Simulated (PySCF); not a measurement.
# Computed NMR parameters against published values

Atom-mapped SMILES (the numbers label the heavy atoms): `[C-:1]#[O+:2]`.

All values are calculated (PySCF 2.14): geometry from PBE0-D3(BJ)/def2-SVP, couplings computed with B3LYP/pcJ-1, shielding tensors at B97-2/pcSseg-2 (GIAO). A single conformation, no relativistic terms, in vacuum.

Reference values: measured (gas, 300 K; A. A. Auer, PhD thesis, Mainz 2002 (Auer, Gauss, Stanton, JCP 2003, 118, 10407)).
| atoms | quantity | reference | computed |
| --- | --- | --- | --- |
| C1 | σ ¹³C | 0.9 | -14.4 |

Reference values: measured (gas; Olsson, Cremer, J. Chem. Phys. 1996, 105, 8995 (gas-phase data of Jameson 1987, Jameson 1981, Wasylishen 1984)).
```csv
atoms,quantity,reference,computed
C1,δ ¹³C vs CH4 (gas),194.1,202.6
O2,δ ¹⁷O vs H2O (gas),386.3,402.9
```

Absolute shieldings are compared as such; zero-point and thermal motion, absent here, lowers them by some tenths of a ppm for H, a few ppm for C and up to about 10 ppm for F.

Computed shifts are σ(ref) − σ with the named reference compound (TMS for H and C) calculated as an isolated molecule at the same level. The measured values may be among those fitted. Scaled to experiment by linear calibration (H and C: mostly CDCl3 data, vs TMS): ¹³C: δ = 175.28 − 0.971σ (rms 2.1 ppm, 43 shifts). A few per cent of atoms miss by over 2 rms, more outside the fitted compound classes.

Coupling constants in Hz:
| coupling | reference | computed | source |
| --- | --- | --- | --- |
| ¹J(C1,O2) | 14.6 | 21.1 | CC3; gas (equilibrium); Jessen and Sauer, arXiv:2312.00705; CC3 and CCSD from Faber, Sauer, Gauss 2017 |
| ¹J(C1,O2) | 16.4 | 21.1 | measured; Jessen and Sauer, arXiv:2312.00705; CC3 and CCSD from Faber, Sauer, Gauss 2017 |
| ¹J(C1,O2) | 15.7 | 21.1 | experiment minus calculated vibrational correction (empirical equilibrium); gas (equilibrium); T. W. Keal, PhD thesis, Durham 2005 (values of Ruden, Lutnaes, Helgaker, Ruud 2003) |

6 of the 35 published NMR values on file for this molecule are compared. The rest: values from further sources, other calculations.
